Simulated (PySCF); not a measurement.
```xyz
9

C     -1.1695     0.0097    -0.0027
O     -0.0422    -0.7763    -0.2685
C      1.1642    -0.1073    -0.0311
H     -2.0634    -0.5948    -0.2162
H     -1.2103     0.3360     1.0579
H     -1.2015     0.9213    -0.6358
H      1.2719     0.7973    -0.6659
H      1.2631     0.2120     1.0278
H      1.9877    -0.7980    -0.2655
```

Charge 0, multiplicity 1.

Question: Give the Mulliken and meta-Löwdin atomic charges from PBE-D3(BJ)/def2-TZVP // B3LYP-D3(BJ)/def2-SVP run with PySCF 2.14.0.

Answer: 
```csv
atom,Mulliken (e),meta-Löwdin (e)
C1,-0.20,-0.14
O2,-0.25,-0.35
C3,-0.20,-0.14
H4,0.13,0.13
H5,0.10,0.09
H6,0.10,0.09
H7,0.10,0.09
H8,0.10,0.09
H9,0.13,0.13
```
